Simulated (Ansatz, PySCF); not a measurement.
nitric oxide (NO), SMILES O=[N], multiplicity 2. Atoms are numbered in the order given.

```xyz
2

N      0.0000     0.0000    -0.6085
O      0.0000     0.0000     0.5313
```
Charge 0, spin multiplicity 2.

Coordinates come from a PBE0-D3(BJ)/def2-TZVPD optimisation.

Two levels are set side by side: PBE-D3(BJ)/def2-TZVPD (Ansatz, a quantum-chemistry and plane-wave program) and PBE0-D3(BJ)/def2-TZVPD (Ansatz). Each level has its own optimised geometry; the coordinates shown are those of the second. Frequencies come from the Hessian of PySCF at each geometry. Differences are taken from unrounded values.

```json
[
 {"quantity": "bond N1–O2 (Å)", "PBE0-D3(BJ)": "1.140", "PBE-D3(BJ)": "1.158", "PBE-D3(BJ) minus PBE0-D3(BJ)": "0.018"},
 {"quantity": "highest harmonic wavenumber (cm⁻¹)", "PBE0-D3(BJ)": "2028", "PBE-D3(BJ)": "1890", "PBE-D3(BJ) minus PBE0-D3(BJ)": "-139"},
 {"quantity": "mean harmonic wavenumber (cm⁻¹)", "PBE0-D3(BJ)": "2028", "PBE-D3(BJ)": "1890", "PBE-D3(BJ) minus PBE0-D3(BJ)": "-139"},
 {"quantity": "zero-point energy (kcal/mol)", "PBE0-D3(BJ)": "2.90", "PBE-D3(BJ)": "2.70", "PBE-D3(BJ) minus PBE0-D3(BJ)": "-0.20"}
]
```
